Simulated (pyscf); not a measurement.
SiH₄ + Cl–Si:–Cl [singlet] → H₃Si–SiH(Cl)–Cl, an insertion (singlet surface; H–Si broken, Si–Si, H–Si formed). Single points on ωB97X-D3(BJ)/def2-SVP structures (PySCF, gas phase). MP2 and CC: frozen core, UHF for open shells. ΔMP2 is the change of the MP2 total energy from the triple- to the quadruple-zeta basis. Energies in kcal/mol from the separated reactants.

Small-basis levels: PySCF, no dispersion term, spherical d functions. AM1 to PM7: differences of heats of formation from MOPAC, which are fitted to 298 K values and so differ in kind from electronic energies by zero-point and thermal terms. Cost: rough CPU time at the saddle relative to B3LYP/6-31G*, from one job on a shared machine.

```csv
level,barrier,reaction energy,cost
HF/STO-3G,52.2,-41.0,0.04
HF/3-21G,47.7,-22.8,0.07
HF/6-31G*,35.5,-31.5,0.10
MP2/6-31G*,26.5,-33.5,0.1
SVWN5/6-31G*,8.4,-39.0,0.9
BP86/6-31G*,19.9,-29.1,1
PBE/6-31G*,16.7,-31.9,1
B3LYP/STO-3G,39.8,-37.7,0.6
B3LYP/3-21G,36.0,-24.4,0.8
B3LYP/6-31G*,25.3,-28.3,1
B3LYP/6-311+G**,24.8,-27.3,2
PM3,-4.7,-27.1,under 0.02
CCSD(T)/def2-TZVPP + ΔMP2(QZVPP),18.3,-33.9,–
```

Against the last row the barrier runs from -23.1 (PM3) to +33.9 kcal/mol (HF/STO-3G); BP86/6-31G* happens to lie closest here (1.5 kcal/mol apart). At PM3 this geometry lies under one side, so the entry may be no barrier of that level: it is a single point on another level's saddle. CCSD(T)/def2-TZVPP + ΔMP2(QZVPP) has limits of its own. This is the saddle that the search found; another between the same sides may lie lower. The CCSD(T) − MP2 part came from Ansatz, without density fitting, on the same reference.
